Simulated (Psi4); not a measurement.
This Psi4 input (PBE/def2-QZVPP) gives -40.46749 Eh with 177 basis functions.

```
memory 8100 MB

molecule {
0 1
C    -0.00000000    0.00000000   -0.00000000
H     0.62054657    0.62688914    0.63896175
H    -0.64285838   -0.62489528    0.61852983
H     0.63693263   -0.63278043   -0.61664082
H    -0.61462083    0.63078657   -0.64085076
}

set {
  basis def2-qzvpp
  scf_type df
}

energy('pbe')
print_variables()
```

Change:
```diff
- basis def2-qzvpp
+ basis 6-311++g(3df,3pd)
```

Problem. What does the run give now?

Solution. -40.46254 Eh (PBE/6-311++G(3df,3pd), 111 functions), a change of +4.95 mEh.
